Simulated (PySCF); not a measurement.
# Solver options tried on H2OS

Do solver options change the result for H2OS, or only the number of cycles?

Method: method and basis as typed in the scripts; program: PySCF 2.14.0.

1 further run of the same task is left out (it didn't finish).

## 1. The system as given

H2OS: 4 atoms, charge 0, spin multiplicity 1.

Bond lengths: S1–O2 1.476 Å, S1–H3 1.382 Å, S1–H4 1.382 Å. Angles: O2–S1–H3 108.8°, O2–S1–H4 108.8°, H3–S1–H4 87.1°.

Geometry (Å):

```mol
H2OS
  3D, bonds by distance, orders not assigned

  4  3  0  0  0  0  0  0  0  0999 V2000
    0.1964    0.3402   -0.2315 S   0  0
   -0.4673   -0.8094    0.4145 O   0  0
    1.4172    0.5501    0.3805 H   0  0
   -0.2322    1.5024    0.3805 H   0  0
  1  2  8  0
  1  3  8  0
  1  4  8  0
M  END
```

## 2. Base script

The input, input.py:

```python
from pyscf import gto, scf

mol = gto.M(
    atom='S 0.1964 0.3402 -0.2315; O -0.4673 -0.8094 0.4145; H 1.4172 0.5501 0.3805; H -0.2322 1.5024 0.3805',
    basis='pcseg-1',
    charge=0,
    spin=0,
    verbose=4,
)
mf = scf.RHF(mol)
mf.kernel()
mf.stability(internal=True, external=True)
mf.dip_moment()
print('orbital energies (hartree):', mf.mo_energy[..., max(0, mol.nelec[1]-3):mol.nelec[0]+3].round(4))
```

Launch:

```sh
$ OMP_NUM_THREADS=1 python input.py
```

The log of this run is left out.

In short: E(SCF) = -473.410797 Eh, 10 cycles, μ = 4.24 D, internal stable; real -> complex stable; RHF/RKS -> UHF/UKS stable.

## 3. Initial guess atom

Variant 1 changes initial guess: minao → atom.

The input, input.py:

```python
from pyscf import gto, scf

mol = gto.M(
    atom='S 0.1964 0.3402 -0.2315; O -0.4673 -0.8094 0.4145; H 1.4172 0.5501 0.3805; H -0.2322 1.5024 0.3805',
    basis='pcseg-1',
    charge=0,
    spin=0,
    verbose=4,
)
mf = scf.RHF(mol)
mf.init_guess = 'atom'
mf.kernel()
mf.stability(internal=True, external=True)
mf.dip_moment()
print('orbital energies (hartree):', mf.mo_energy[..., max(0, mol.nelec[1]-3):mol.nelec[0]+3].round(4))
```

Launch:

```sh
$ OMP_NUM_THREADS=1 python input.py
```

## 4. Damping 0.5

Variant 2 changes damping: none → 0.5.

input.py: that of step 2 with these lines changed.

```diff
@@ -10,2 +10,4 @@
 mf = scf.RHF(mol)
+mf.damp = 0.5
+mf.diis_start_cycle = 8
 mf.kernel()
```

## 5. Initial guess 1e

Variant 3 changes initial guess: minao → 1e.

input.py: that of step 2 with these lines changed.

```diff
@@ -10,2 +10,3 @@
 mf = scf.RHF(mol)
+mf.init_guess = '1e'
 mf.kernel()
```

**Question.** What will these runs give? Wanted: for each run, E(SCF); from base; gap; SCF dipole; after the SCF.

**Answer**, as computed:

```
               run  E(SCF) (hartree)  from base (eV)  cycles  gap (eV)  SCF dipole (D)  after the SCF
              base       -473.410797               0      10     14.01            4.24         stable
initial guess atom       -473.410797          0.0000      10     14.01            4.24         stable
       damping 0.5       -473.410797          0.0000      13     14.01            4.24         stable
  initial guess 1e       -473.410797          0.0000      13     14.01            4.24         stable
```

Distance from each run's final energy (log10 hartree) by cycle:

```
               run  cycle 1  cycle 2  cycle 3  cycle 5  cycle 8  cycle 12
              base     -1.0     -1.3     -3.0     -5.3     -8.2      done
initial guess atom     -0.9     -1.1     -3.0     -5.2     -8.1      done
       damping 0.5     -1.0     -2.0     -2.5     -3.3     -4.8      -9.4
  initial guess 1e      1.0      0.9     -0.1     -2.3     -5.5     -10.0
```

**Reading.** No change of the SCF energy comes from initial guess atom or damping 0.5 or initial guess 1e. The base needs 10 cycles and the run with damping 0.5 needs 13.
